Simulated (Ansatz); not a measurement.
# AlNH3 (SMILES [NH2][AlH]): levels of theory compared

We compute a comparison of 6 runs (UB3LYP/STO-3G, UHSE06/STO-3G, UPBE0/STO-3G, RPA@PBE/STO-3G, UBCCD(T)/STO-3G, UCCSDTQ/STO-3G) of AlNH3. 

The results are computed with Ansatz 0.2.0.

52 further runs of the same task are left out: 52 set aside as unsound or not needed.

## (1) The molecule

AlNH3 has 5 atoms, charge 0, and is taken as a doublet. As SMILES, `[NH2][AlH]`. The H4–N1 distance was set to 1.514 Å, away from the relaxed value. At this shape a bond of the SMILES string is far longer than usual.

Bond lengths: N1–Al2 1.774 Å, N1–H3 1.007 Å, Al2–H5 1.604 Å. Angles: N1–Al2–H5 115.7°, Al2–N1–H3 125.4°. A long bond or contact: N1–H4 1.514 Å.

## (2) A single-point energy at UB3LYP/STO-3G (run 1)

The input, job.yaml:

```yaml
crystal:
  periodic: [false, false, false]
  atoms:
    - {symbol: N, position_ang: [0.330257, -0.599799, 0.401353]}
    - {symbol: Al, position_ang: [1.283457, 0.894901, 0.347053]}
    - {symbol: H, position_ang: [0.595357, -1.444299, 0.881753]}
    - {symbol: H, position_ang: [-1.010300, -0.782800, -0.277400]}
    - {symbol: H, position_ang: [0.638657, 2.102401, -0.489147]}
basis:
  gaussian: {orbitals: STO-3G}
hamiltonian: {xc: {name: B3LYP}}
accuracy: high
magnetization: {spin_polarized: true, initial_magnetization: 1}
```

On the command line:

```sh
$ ansatz run job.yaml --threads 1 --pin off --max-ram 2610MiB --events-out events.jsonl --progress --plain --runs-dir runs
```

The program printed:

```text
Warning: RAYON_NUM_THREADS=1 ignored (pool sized by the plan → 1); use --threads N
Functional definition: B3LYP
  name "B3LYP"
  parameter a0 = 0.2
  parameter ax = 0.72
  parameter ac = 0.81
  exchange = (1 - a0 - ax)*slater_x + ax*b88_x + a0*exact_x
  correlation = (1 - ac)*vwn_rpa_c + ac*lyp_c
288 factors; integrals over basis functions are off by at most 1.5e-8 eV
mean field evaluation 1: about -8026.8394 eV, gradient 2.5e1 eV
mean field evaluation 2: about -7993.7065 eV, gradient 6.7e1 eV
mean field evaluation 4: about -8032.1126 eV, gradient 2.9e0 eV
mean field evaluation 8: about -8032.1815 eV, gradient 2.9e-2 eV
mean field evaluation 16: about -8032.1815 eV, gradient 2.6e-5 eV
mean field -8032.18150769 eV, -295.1772259993 hartree, gradient 5.3e-8 eV, S^2 0.763276; 0 other end points of the search recorded, 0 dependent functions left out
reference -8032.18153531 eV, -295.1772270143 hartree; 12, 11 occupied and 5, 6 virtual orbitals, 288 factors
Total energy: -8032.18153531 eV, -295.1772270143 hartree
```

Wall time 1.9 s (1 thread of Intel Xeon Platinum 8259CL at 2.50GHz (Skylake/Cascade Lake), shared host); peak memory 0.14 GiB.

## (3) The energy at UHSE06/STO-3G (run 2)

The input, molecule.yaml:

```yaml
crystal:
  periodic: [false, false, false]
  atoms:
    - {symbol: N, position_ang: [0.330257, -0.599799, 0.401353]}
    - {symbol: Al, position_ang: [1.283457, 0.894901, 0.347053]}
    - {symbol: H, position_ang: [0.595357, -1.444299, 0.881753]}
    - {symbol: H, position_ang: [-1.010300, -0.782800, -0.277400]}
    - {symbol: H, position_ang: [0.638657, 2.102401, -0.489147]}
basis:
  gaussian:
    orbitals: STO-3G
accuracy: high
hamiltonian:
  xc: hse06
magnetization:
  spin_polarized: true
  initial_magnetization: 1
```

On the command line:

```sh
$ ansatz run molecule.yaml --threads 1 --pin off --max-ram 2610MiB --events-out events.jsonl --progress --plain --runs-dir runs
```

The program printed:

```text
Warning: RAYON_NUM_THREADS=1 ignored (pool sized by the plan → 1); use --threads N
Functional definition: HSE06
  name "HSE06"
  parameter a = 0.25
  parameter omega = 0.11/bohr
  exchange = pbe_x - a*pbe_x_sr(omega) + a*exact_x_sr(omega)
  correlation = pbe_c
288 factors; integrals over basis functions are off by at most 1.5e-8 eV
59 factors; integrals over basis functions are off by at most 1.6e-9 eV
mean field evaluation 1: about -8021.9655 eV, gradient 2.4e1 eV
mean field evaluation 2: about -7989.4837 eV, gradient 6.6e1 eV
mean field evaluation 4: about -8026.8302 eV, gradient 2.9e0 eV
mean field evaluation 8: about -8026.9032 eV, gradient 3.6e-2 eV
mean field evaluation 16: about -8026.9033 eV, gradient 2.3e-5 eV
mean field -8026.90325277 eV, -294.9832537087 hartree, gradient 5.7e-8 eV, S^2 0.764233; 0 other end points of the search recorded, 0 dependent functions left out
reference -8026.90325477 eV, -294.9832537824 hartree; 12, 11 occupied and 5, 6 virtual orbitals, 288 factors
Total energy: -8026.90325477 eV, -294.9832537824 hartree
```

Wall time 2.3 s (1 thread of Intel Xeon Platinum 8259CL at 2.50GHz (Skylake/Cascade Lake), shared host); peak memory 0.14 GiB.

Run 3 isn't shown in full; the table further down has it.

## (4) The energy at RPA@PBE/STO-3G (run 4)

The input, input.yaml:

```yaml
crystal:
  periodic: [false, false, false]
  atoms:
    - {symbol: N, position_ang: [0.330257, -0.599799, 0.401353]}
    - {symbol: Al, position_ang: [1.283457, 0.894901, 0.347053]}
    - {symbol: H, position_ang: [0.595357, -1.444299, 0.881753]}
    - {symbol: H, position_ang: [-1.010300, -0.782800, -0.277400]}
    - {symbol: H, position_ang: [0.638657, 2.102401, -0.489147]}
basis:
  gaussian:
    orbitals: STO-3G
magnetization:
  spin_polarized: true
  initial_magnetization: 1
hamiltonian:
  xc: pbe
correlation:
  method: rpa
  frozen_orbitals: {Al: 5, H: 0, "N": 1}
accuracy: high
```

On the command line:

```sh
$ ansatz run input.yaml --threads 1 --pin off --max-ram 2610MiB --events-out events.jsonl --progress --plain --runs-dir runs
```

The program printed, shortened:

```text
Warning: RAYON_NUM_THREADS=1 ignored (pool sized by the plan → 1); use --threads N
Functional definition: PBE
  name "PBE"
[...]
288 factors; integrals over basis functions are off by at most 1.5e-8 eV
[...]
mean field -8026.12792401 eV, -294.9547609023 hartree, gradient 3.7e-8 eV, S^2 0.757774; 0 other end points of the search recorded, 0 dependent functions left out
6 core orbitals not correlated: weight in the atoms' cores, before any rotation towards them, 0.999 or more for the frozen orbitals, at most 0.000 for the correlated occupied ones
reference -8008.26093844 eV, -294.2981612935 hartree; 6, 5 occupied and 5, 6 virtual orbitals, 288 factors
Total energy: -8013.91138882 eV, -294.5058115149 hartree
```

It took 2.2 s on 1 thread of Intel Xeon Platinum 8259CL at 2.50GHz (Skylake/Cascade Lake), shared host; peak memory 0.14 GiB.

Run 5 isn't shown in full; the table further down has it.

## (5) A single-point energy at UCCSDTQ/STO-3G (run 6)

The input, job.yaml:

```yaml
crystal:
  periodic: [false, false, false]
  atoms:
    - {symbol: "N", position_ang: [0.330257, -0.599799, 0.401353]}
    - {symbol: Al, position_ang: [1.283457, 0.894901, 0.347053]}
    - {symbol: H, position_ang: [0.595357, -1.444299, 0.881753]}
    - {symbol: H, position_ang: [-1.010300, -0.782800, -0.277400]}
    - {symbol: H, position_ang: [0.638657, 2.102401, -0.489147]}
basis:
  gaussian: {orbitals: STO-3G}
magnetization: {spin_polarized: true, initial_magnetization: 1}
correlation: {method: ccsdtq, frozen_orbitals: {Al: 5, H: 0, "N": 1}}
accuracy: high
scf: {omitted_lower_state_checks: [cluster_reference, increment]}
```

On the command line:

```sh
$ ansatz run job.yaml --threads 1 --pin off --max-ram 2610MiB --events-out events.jsonl --progress --plain --runs-dir runs
```

The program printed, shortened:

```text
Warning: RAYON_NUM_THREADS=1 ignored (pool sized by the plan → 1); use --threads N
Functional definition: HF
  name "HF"
[...]
288 factors; integrals over basis functions are off by at most 1.5e-8 eV
[...]
mean field -8009.17014831 eV, -294.3315741400 hartree, gradient 7.9e-8 eV, S^2 0.995423; 0 other end points of the search recorded, 0 dependent functions left out
6 core orbitals not correlated: weight in the atoms' cores, before any rotation towards them, 1.000 or more for the frozen orbitals, at most 0.000 for the correlated occupied ones
reference -8009.17014831 eV, -294.3315741400 hartree; 6, 5 occupied and 5, 6 virtual orbitals, 288 factors
second order -1.93266726 eV of doubles, -0.00000000 eV of singles
cycle   1  -2.37950775 eV  change   -4.5e-1 eV  update   9.7e-2
[...]
cycle  36  -3.27135420 eV  change  -8.7e-10 eV  update  6.0e-10
Total energy: -8012.44150251 eV, -294.4517941895 hartree
Checks for a lower state left out: cluster_reference, increment
```

Wall time 28 s (1 thread of Intel Xeon Platinum 8259CL at 2.50GHz (Skylake/Cascade Lake), shared host); peak memory 0.19 GiB.

## (6) All runs side by side

| run | level | frozen core orbitals | energy (Eh) | ⟨S²⟩ | wall time |
| --- | --- | --- | --- | --- | --- |
| 1 | UB3LYP/STO-3G | – | -295.177227 | 0.763 | 1.9 s |
| 2 | UHSE06/STO-3G | – | -294.983254 | 0.764 | 2.3 s |
| 3 | UPBE0/STO-3G | – | -294.991718 | 0.764 | 1.8 s |
| 4 | RPA@PBE/STO-3G | 6 | -294.505812 | 0.758 | 2.2 s |
| 5 | UBCCD(T)/STO-3G | 6 | -294.450898 | 0.995 | 0.34 s |
| 6 | UCCSDTQ/STO-3G | 6 | -294.451794 | 0.995 | 28 s |

## (7) What came out

| quantity | value |
| --- | --- |
| run 6: total energy | -294.45179 Eh |
| run 6: correlation energy (6 core orbitals frozen) | -120.2 mEh |
| run 6: ⟨S²⟩ of the reference determinant | 0.995 |
| run 6: T1 diagnostic | 0.055 |

In words: Totals of different functionals can't be ranked against each other. In runs 1, 2, 3, 4, 5, 6 the basis is minimal, so the values are rough. Spin contamination of the reference: run 5 ⟨S²⟩ = 1.00, run 6 ⟨S²⟩ = 1.00. All runs together took 36 s, the longest 28 s.
